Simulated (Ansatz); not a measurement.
in.yaml

```yaml
crystal:
  periodic: [false, false, false]
  atoms:
    - {symbol: Al, position_ang: [0.083856, 0.174101, 2.587796]}
    - {symbol: Al, position_ang: [-0.081018, -0.452427, 0.016363]}
    - {symbol: Cl, position_ang: [-0.004398, 0.181230, -2.012452]}
    - {symbol: H, position_ang: [0.078711, 1.075983, 1.074723]}
basis:
  gaussian: {orbitals: cc-pVDZ}
magnetization: {spin_polarized: true, initial_magnetization: 0}
hamiltonian: {xc: {name: PBE}}
output: {orbitals: {seedname: orbitals}}
```

```sh
$ ansatz run in.yaml --threads 1 --pin off --events-out ev --progress --plain --max-ram 2393MiB
```

The program prints:

```
600 factors; integrals over basis functions are off by at most 1.1e-3 eV
mean field evaluation 1: about -25719.3364 eV, gradient 1.3e1 eV
mean field evaluation 2: about -25718.4462 eV, gradient 1.7e1 eV
mean field evaluation 4: about -25720.5670 eV, gradient 1.0e0 eV
mean field evaluation 8: about -25720.5802 eV, gradient 3.1e-2 eV
mean field evaluation 16: about -25720.5802 eV, gradient 1.8e-5 eV
mean field -25720.58018467 eV, -945.2138877512 hartree, gradient 1.8e-5 eV, S^2 0.000000; 3 other end points of the search recorded, 0 dependent functions left out
reference -25720.58021779 eV, -945.2138889684 hartree; 22, 22 occupied and 37, 37 virtual orbitals, 600 factors
Total energy: -25720.58021779 eV, -945.2138889684 hartree
```

Ran on 1 thread of Intel Xeon Platinum 8259CL, shared host: 2.8 s wall, 0.13 GiB peak host memory.
